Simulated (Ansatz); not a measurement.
C4H7NO can be A, `C=C(C)C(N)=O`, or B, `CN/C=C/C=O`.

Calculated with Ansatz (gas phase, PBE0-D4/def2-TZVP geometries, no zero-point term in ΔE). CCSD(T)/CBS is the MP2 limit (def2-TZVPP, def2-QZVPP) plus CCSD(T) − MP2 in def2-TZVPP, frozen cores. DFT in def2-TZVPP. B3LYP here is the variant with VWN-RPA as its local correlation; programs differ in this. One conformer a species, not always the lowest.

(1) Which is lower in electronic energy at CCSD(T)/CBS, and by how much? (Estimate.)

(2) Give E(B) − E(A) in kcal/mol with CCSD/def2-TZVPP, ωB97M-V, CCSD(T)/def2-SVP, B3LYP-D4, BLYP-D4, CCSD(T)/def2-TZVPP, B3LYP. (Best estimate.)

(3) Does the order hold for the free energy at 298.15 K (harmonic terms from PBE0-D4)? (Estimate.)

Largest T1 diagnostic: 0.015.

## Answers

(1) Computed: A, by 21.0 kcal/mol.

(2) Ansatz gave: CCSD/def2-TZVPP 21.1, ωB97M-V 20.5, CCSD(T)/def2-SVP 20.5, B3LYP-D4 17.3, BLYP-D4 15.9, CCSD(T)/def2-TZVPP 21.0, B3LYP 16.0. None reverses the order clearly.

(3) Ansatz gave: Yes: G(B) − G(A) = +20.6 kcal/mol, for one conformer each.

Leaving LDA and LC-ωPBE aside and taking each functional with its dispersion term where it has one, the values spread over 4.6 kcal/mol, from BLYP-D4 to ωB97M-V. LDA lies +1.9 kcal/mol from PBE without D4. In def2-TZVPP, CCSD(T) changes the Hartree–Fock value by +1.7 kcal/mol (the triples alone add −0.1 kcal/mol) and MP2 by +1.8 kcal/mol.
